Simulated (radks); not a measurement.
**Al³⁺ in 1s1.5 2s2 2p6 3d0.5: an all-electron calculation**

One table from this session's results is given with a row withheld; the runs are named, their logs left out.

Method: scalar-relativistic Kohn-Sham, BP86, spin-polarised, spherical densities, finite nucleus; open shells are filled with parallel spins first. Code: radks (a radial shooting solver on a logarithmic mesh, Libxc functionals) version 1.

**Starting point**

* element: aluminium (Z = 13)
* charge: +3
* electrons: 10
* configuration: 1s1.5 2s2 2p6 3d0.5
* nuclear rms radius: 3.061 fm

Set-up of the first run:

The run's settings:

```text
Z 13
configuration 1s1.5 2s2 2p6 3d0.5 3s0 3p0
relativity scalar-relativistic
functional b88,p86
spin polarised
nucleus finite rms 3.061 fm
c 137.035999084
```

One of the session's tables, all rows but one given; the rest of the session is left out.

It belongs to the step «Orbitals and density». Radial moments (bohr):

```
  level     <r>  outermost maximum (interpolated)  90 % within  nodes
  1s up  0.1184                            0.0776        0.211      0
1s down  0.1191                            0.0778        0.213      0
  2s up       ?                                 ?            ?      ?
2s down  0.6031                             0.483        0.950      1
  2p up  0.5618                             0.405        0.944      0
2p down  0.5644                             0.408        0.947      0
  3s up   1.981                              1.74         2.94      2
  3p up   2.196                              1.93         3.29      1
  3d up   2.641                              2.29         4.03      0
```

Q: Estimate the row for 2s up from the others.

The run gave: <r>: 0.6010; outermost maximum (interpolated): 0.481; 90 % within: 0.947; nodes: 1. In the column «<r>» it lies between 2p down (0.5644) and 2s down (0.6031).
